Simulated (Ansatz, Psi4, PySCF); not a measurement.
Molecule: silane, SiH4, charge 0, multiplicity 1. SMILES: [SiH4]
Geometry from a B3LYP-D3(BJ)/def2-TZVP (Ansatz, an electronic-structure program) optimisation:
```xyz
5

Si     0.0000     0.0000     0.0000
H      0.8756     0.8547     0.8331
H     -0.8222    -0.8655     0.8753
H     -0.8862     0.8545    -0.8220
H      0.8328    -0.8437    -0.8864
```

Quantity: atomisation energy, in kcal/mol. Conventions: spin-orbit terms left out; LANL2DZ with its own core potentials from Na on; atomisation electronic, to ground-state atoms; dispersion terms only where a functional's name holds one; 6-311+G** with 5d, 6d on Na to Ar in Ansatz; non-relativistic; UHF or UKS for open shells; valence correlation only; 6-31G* and kin with 6d, 5d where marked. CBS(X,Y): correlation extrapolated as X^-3; Hartree-Fock from the larger set. Ab initio and DFT rows: single points at B3LYP-D3(BJ) geometries (Ansatz).

Coupled cluster (Ansatz) is a level with limits of its own, used here on species with T1 under 0.025 (0.045 for open shells) and stable references: CCSD(T)/CBS(def2-TZVPPD,def2-QZVPPD).

Value to compare with, CCSD(T)/CBS(def2-TZVPPD,def2-QZVPPD) (Ansatz): 325.1 kcal/mol.

```
level                           program  atomisation energy (kcal/mol)  difference
-----------------------  --------------  -----------------------------  ----------
PBE/LANL2DZ                      Ansatz                          312.2       -12.9
BP86/def2-SVP                     PySCF                          323.8        -1.3
BP86/6-31G* (5d)                  PySCF                          324.5        -0.6
B3LYP/6-31G                      Ansatz                          301.4       -23.7
B3LYP/6-31G**                    Ansatz                          323.3        -1.8
B3LYP/cc-pVDZ                    Ansatz                          316.2        -8.9
B3LYP/6-311+G**                  Ansatz                          320.8        -4.3
wB97X-D/6-31G*                     Psi4                          321.6        -3.5
MP2/3-21G                        Ansatz                          254.4       -70.7
B3LYP-D3(BJ)/def2-TZVPD  Ansatz + dftd3                          325.7         0.6
```

Among the 9 habitual levels, MP2/3-21G lies farthest from CCSD(T)/CBS(def2-TZVPPD,def2-QZVPPD) (Ansatz) (-70.7 kcal/mol) and BP86/6-31G* (5d) nearest (-0.6); 0 of 9 lie above it, and their mean absolute difference is 14.2 kcal/mol, the median 4.3. One case shows no general order.

The levels are drawn from those run, B3LYP/6-31G* more often than the rest, none by its result; runs whose electronic state is in doubt are left out.
